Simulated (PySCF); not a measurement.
Level of theory and adiabatic energies of losing or gaining an electron: `[SiH2]P` (H4PSi•)

The parent is a doublet.

All levels share the PBE0-D3(BJ)/ma-def2-SVP structures and the PBE0-D3(BJ)/ma-def2-SVP thermal terms; only the single-point energies (PySCF) change. Values are adiabatic energies of losing or gaining an electron (0 K, eV).

```jsonl
{"level": "HF/ma-def2-TZVP", "ionisation energy to the singlet cation": "7.04", "time": "6.7 s"}
{"level": "MP2/ma-def2-TZVP", "ionisation energy to the singlet cation": "7.28", "time": "27 s"}
{"level": "CCSD(T)/ma-def2-TZVP", "ionisation energy to the singlet cation": "7.34", "time": "10 min"}
{"level": "PBE0-D3(BJ)/ma-def2-TZVP", "ionisation energy to the singlet cation": "7.50", "time": "–"}
```

Times are wall times for all single points of a level on 1 thread of Arm Neoverse V1, a shared host; the dash marks the run that also made the structures.

Hartree-Fock leaves out electron correlation, so its ionisation energies and electron affinities from energy differences come out too low, often by 1 eV or more.

The spread: 0.46 eV, from 7.04 to 7.50.
